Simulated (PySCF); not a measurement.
TDDFT excited states: C2H7N

C2H7N.
Bonds: C1–N2, N2–C3. Hydrogens: H4, H5, H6 on C1; H7 on N2; H8, H9, H10 on C3.

Method used: TDDFT CAM-B3LYP/def2-SVPD, vertical, gas phase, core orbitals frozen in the response in PySCF. Geometry: PBE0-D3(BJ)/def2-SVP; no solvent, vibrations or thermal averaging.

| state | λ (nm) | E (eV) | f | symmetry | main configurations (H = HOMO, L = LUMO) |
| --- | --- | --- | --- | --- | --- |
| S1 | 210.2 | 5.90 | 0.0023 | A′ | H→L (88%), H→L+2 (10%) |
| S2 | 176.2 | 7.04 | 0.045 | A′ | H→L+2 (88%), H→L (10%) |
| S3 | 175.3 | 7.07 | 0.0030 | A″ | H→L+1 (98%) |
| S4 | 154.6 | 8.02 | 0.013 | A′ | H→L+4 (51%), H→L+3 (43%) |
| S5 | 152.6 | 8.13 | 0.102 | A′ | H→L+3 (52%), H→L+4 (43%) |
| S6 | 141.1 | 8.79 | 0.0097 | A′ | H→L+6 (90%) |
| S7 | 139.5 | 8.89 | 0.026 | A″ | H→L+5 (97%) |
| S8 | 134.6 | 9.21 | 0.0053 | A′ | H→L+8 (92%) |
| S9 | 131.2 | 9.45 | 0.076 | A″ | H→L+7 (88%), H→L+9 (8%) |
| S10 | 126.5 | 9.80 | 0.013 | A″ | H→L+9 (60%), H-1→L (31%) |

Triplets (Tamm–Dancoff): T1 5.67 eV, H→L (82%), H→L+2 (15%); T2 6.79 eV, H→L+2 (81%), H→L (15%); T3 6.97 eV, H→L+1 (96%); T4 7.82 eV, H→L+3 (89%).

The lowest singlet comes at 210 nm (569 kJ/mol) in the ultraviolet; it is very weak; its leading configuration is HOMO→LUMO (88%). The strongest level in the table is S5 at 8.13 eV (153 nm, f = 0.102). Löwdin shares by element: HOMO nitrogen 59%, carbon 21%, hydrogen 5% or more; LUMO carbon 49%, hydrogen 16% or more (atoms not listed hold the other 35%). The listed states span 3.90 eV, and the widest gap between neighbours is 1.14 eV (S1 to S2). The oscillator strengths of these states sum to 0.294; summed over the whole spectrum of an exact calculation they would give the number of electrons, 26 (Thomas–Reiche–Kuhn). Of the 10 states listed, 6 reach f = 0.01 and none stays under 0.0005. No computed singlet lies in the visible range (380 to 750 nm); the lowest, at 210 nm, stands 2.63 eV above its violet end (3.26 eV). The vertical ionisation energy is 8.86 eV (ΔSCF), so S7 and higher lie in the continuum; a finite Gaussian basis only mimics such states. Symmetry labels in Cs follow from the direction of the transition dipole and are given only for states with f of 0.002 or more. The window holds the lowest 10 singlets.

Hardware: an Arm Neoverse V1 with one thread, no GPU, on a shared host. Cost: 12 s wall.
